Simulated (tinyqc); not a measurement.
The basis set: RHF and MP2 along a ladder of basis sets, for H2O, spin multiplicity 1. Computed by the program tinyqc with PySCF. Same geometry throughout; the dipole is taken about the origin.

Geometry (angstrom):
```
atom       x        y       z
O     0.0000   0.0000  0.0000
H     0.0000   0.7500  0.5040
H     0.0000  -0.7500  0.5040
```

RHF and frozen-core MP2 in a ladder of bases:
```
basis        functions  E(RHF) (hartree)  E(MP2 corr) (hartree)  HOMO (eV)  LUMO (eV)  dipole (debye)
sto-3g               7         -74.94325               -0.03033    -10.600     17.576           1.731
3-21g               13         -75.57746               -0.11659    -13.015      7.665           2.295
6-31g               13         -75.98049               -0.12258    -13.644      5.934           2.466
6-31g**             24         -76.01884               -0.19019    -13.553      6.219           1.997
cc-pvdz             24         -76.02173               -0.19734    -13.468      5.330           1.882
aug-cc-pvdz         41         -76.03739               -0.21446    -13.940      1.003           1.829
cc-pvtz             58         -76.05392               -0.25722    -13.794      4.049           1.856
```

What does the comparison show, and why?

From cc-pVDZ to cc-pVTZ the RHF energy falls by 32.2 mhartree and the correlation energy by 59.9. If valence correlation converges as X^-3, (27 E(T) - 8 E(D))/19 gives -0.2824 hartree, a rough estimate from such small X that usually falls short; STO-3G holds about 11 % of it. Beyond STO-3G the LUMO moves by 6.7 eV and the HOMO by 0.9 eV; diffuse functions lower the positive LUMO sharply, since an unbound virtual level tracks the most diffuse function.
